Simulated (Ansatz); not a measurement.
# B2H2 (singlet): wave-function methods side by side at distance B1–B2 = 1.762 Å, 6-31G

How much of the correlation energy of B2H2 (singlet) does each wave-function method recover here?

Computed with Ansatz 0.2.0, Gaussian basis. Level: 6-31G, core rule «outside noble gas», up to 2 orbitals frozen.

To be run: UHF; CCSD(T) on RHF; CCSD(T) on UHF; BCCD(T) on RHF; CISD; CCSDT(Q) on RHF; CCSDT(Q) on UHF; CCSDTQ on RHF; CCSDTQ on UHF; CASSCF and MRCISD+Q, 2 electrons in 2 orbitals; CASSCF and NEVPT2, 2 electrons in 2 orbitals; CASSCF and MRCISD+Q, 8 electrons in 10 orbitals; CASSCF and NEVPT2, 8 electrons in 10 orbitals; Full CI.

### Step 1. The system

The geometry derives from a PBE0/def2-TZVP stationary point (not a proven minimum). One bond is set to the value named and the two fragments are kept rigid.

4 atoms, charge 0, spin multiplicity 1.

Atoms are counted from 1 here; the program's logs count them from 0.

Bond lengths: B1–B2 1.762 Å, B1–H3 1.199 Å, B1–H4 1.199 Å. Angles: B2–B1–H3 121.3°, B2–B1–H4 121.3°, H3–B1–H4 117.3°.

### Step 2. UHF

The input, in.yaml:

```yaml
crystal:
  periodic: [false, false, false]
  atoms:
    - {symbol: B, position_ang: [0.000000, 0.000000, 0.752901]}
    - {symbol: B, position_ang: [0.000000, 0.000000, -1.009563]}
    - {symbol: H, position_ang: [0.000000, 1.023985, 1.376457]}
    - {symbol: H, position_ang: [0.000000, -1.023985, 1.376457]}
basis:
  gaussian: {orbitals: 6-31G}
magnetization: {spin_polarized: true, initial_magnetization: 0}
hamiltonian: {xc: hf}
output: {orbitals: {seedname: orbitals}}
```

The run is started by

```console
> ansatz run in.yaml --threads 1 --pin off --events-out ev --progress --plain --max-ram 4096MiB --backend cpu
```

Further steps of the session: CCSD(T) on RHF; CCSD(T) on UHF; BCCD(T) on RHF; CISD; CCSDT(Q) on RHF; CCSDT(Q) on UHF; CCSDTQ on RHF; CCSDTQ on UHF; CASSCF and MRCISD+Q, 2 electrons in 2 orbitals; CASSCF and NEVPT2, 2 electrons in 2 orbitals; CASSCF and MRCISD+Q, 8 electrons in 10 orbitals; CASSCF and NEVPT2, 8 electrons in 10 orbitals; Full CI.

Q: Predict the results of all the runs planned. Wanted: FCI below the RHF energy; RMP2 from FCI; RCCSD from FCI; RCCSD(T) from FCI; RCCSDT(Q) from FCI; NEVPT2 pair from FCI; MRCISD+Q pair from FCI; NEVPT2 valence from FCI; T1 diagnostic.

**Answer**, as computed:

| quantity | value |
| --- | --- |
| FCI below the RHF energy | -3.2886 eV |
| RMP2 from FCI | +100.5 kJ/mol |
| RCCSD from FCI | +8.4 kJ/mol |
| RCCSD(T) from FCI | +2.6 kJ/mol |
| RCCSDT(Q) from FCI | +0.2 kJ/mol |
| NEVPT2 pair from FCI | +85.4 kJ/mol |
| MRCISD+Q pair from FCI | +1.1 kJ/mol |
| NEVPT2 valence from FCI | +24.3 kJ/mol |
| levels within 1 kcal/mol (43 meV) | RCCSD(T), BCCD(T), RCCSDT, RCCSDT(Q), RCCSDTQ, MRCISD+Q pair, MRCISD valence, MRCISD+Q valence |
| T1 diagnostic | 0.011 |
| effectively unpaired electrons | 0.17 |

RCCSD(T) lands +2.6 kJ/mol from the yardstick (0.8 % of the correlation energy). One determinant dominates. Of the multireference levels listed MRCISD+Q valence comes nearest in total energy (+0.4 kJ/mol), which doesn't show that its space is the better one. These misses are within one basis, not against nature.
